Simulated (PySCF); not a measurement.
Gas-phase reaction: 2 Al₂O + 2 HCl + 3 Cl₂ → 2 AlCl₂OH + 2 AlCl₂

Computed with PySCF and rigid-rotor harmonic-oscillator thermochemistry at 1 bar. S°(298 K) at PBE0/def2-TZVP differs from the NASA 1993 table for Al₂O (+6 J/mol/K); whether the harmonic model or the table's entry is off was not settled. † marks an energy on the PBE0/def2-TZVP geometry and frequencies; other levels use their own. MP2 and CCSD(T) freeze the core. 6-31G* has spherical d functions here. Open shells (unrestricted): AlCl₂ (multiplicity 2); the rest are closed-shell singlets. B3LYP is the form with VWN-RPA correlation. AlCl₂OH: computed as isolated molecules; such fragments, hydroxides, amides, oligomers or adducts are transient or little studied in the gas. MP2 isn't extrapolated to the basis-set limit; its ΔH°(298 K) is -1559.9 kJ in def2-SVP and -1521.6 kJ in def2-TZVPP. CCSD(T) isn't extrapolated to the basis-set limit; its ΔH°(298 K) is -1437.7 kJ in def2-SVP and -1417.7 kJ in def2-TZVPP. The harmonic model lacks anharmonicity and excited electronic states, which grow with temperature; levels with a mode under 35 cm⁻¹ are left out. Soft modes under 120 cm⁻¹ make the harmonic entropy rough for Al₂O.

```csv
level,"ΔE electronic, kJ","ΔH°(298 K), kJ","ΔS°(298 K), J/K","ΔG°(2000 K), kJ"
B3LYP/6-31G*,-1412,-1387,-338,-733
B3LYP/def2-TZVP†,-1387,-1362,-332,-720
BLYP/def2-TZVP†,-1306,-1281,-332,-639
CCSD(T)/def2-TZVPP†,-1443,-1418,-332,-776
HF/def2-TZVP†,-1580,-1555,-332,-914
MP2/def2-TZVPP†,-1547,-1522,-332,-880
PBE0/def2-QZVP†,-1465,-1440,-332,-799
PBE0/def2-SVP†,-1543,-1518,-332,-876
LDA/def2-TZVP†,-1427,-1402,-332,-760
ωB97X-V/def2-TZVP†,-1477,-1451,-332,-810
```
ΔH° is lowest at HF/def2-TZVP† and highest at BLYP/def2-TZVP†. No reference value is set beside these.
